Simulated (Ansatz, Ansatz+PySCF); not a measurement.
```yaml
atoms:
  - { symbol: C, position_ang: [-0.0091, 0.0352, -0.6972] }
  - { symbol: N, position_ang: [0.0085, 0.0677, 0.7465] }
  - { symbol: H, position_ang: [0.0078, -0.9795, -1.1540] }
  - { symbol: H, position_ang: [-0.8892, 0.5703, -1.0780] }
  - { symbol: H, position_ang: [0.8739, 0.5692, -1.0883] }
  - { symbol: H, position_ang: [-0.8160, -0.4272, 1.1234] }
  - { symbol: H, position_ang: [0.8130, -0.4194, 1.1306] }
```

RHF-MP2 on singlet CH₅N was run in several spherical basis sets with Ansatz (development build ahead of 0.2.0). Frozen core: 2 orbitals.

Rank the basis sets by the total energy that they give, lowest first, with the distance from the lowest.
A. def2-TZVP
B. cc-pVDZ
C. cc-pVTZ
D. STO-3G
E. def2-SVP
F. 6-31G(d)

C (0.00 eV), A (0.38 eV), B (2.99 eV), F (4.20 eV), E (5.08 eV), D (41.57 eV).

Totals follow the description of the cores as much as that of the bonds, so this order isn't one of quality for chemistry.
